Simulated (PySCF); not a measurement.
# H$_{3}$Si, SMILES `[SiH3]` (charge 0, multiplicity 2)

All values below come from PBE-D3(BJ)/def2-TZVP // PBE0-D4/def2-TZVP in PySCF.

```yaml
highest_occupied_spin_orbital: -5.32 eV
dipole_moment: 0.03 D
total_energy: -291.0777 Ha
cost: roughly 10 core-seconds
```

Bond lengths (Å): Si1–H2 1.486, Si1–H3 1.486, Si1–H4 1.486. Angles (°): H2–Si1–H3 111.2, H2–Si1–H4 111.2, H3–Si1–H4 111.2.
Charge 0, spin multiplicity 2.
